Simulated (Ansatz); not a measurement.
A calculation with Ansatz (development build ahead of 0.2.0).

```yaml
crystal:
  periodic: [false, false, false]
  atoms:
    - { symbol: Cl, position_ang: [0.0, 0.0, 2.4162] }
    - { symbol: "N", position_ang: [0.0, 0.0, 0.0] }
    - { symbol: Na, position_ang: [3.1104, 0.0, 1.1321] }
basis:
  gaussian: { orbitals: "6-31G" }
magnetization:
  spin_polarized: true
  initial_magnetization: 1
hamiltonian:
  xc: hf
```

The input is written out in the form of the current development build from the run's settings.

Results

```yaml
Converged: yes
Total_energy: -675.66186 hartree
Spin_squared_of_the_determinant: 2.581
Stability_test: minimum
```

Caution: the unrestricted determinant is a mixture of spin states.
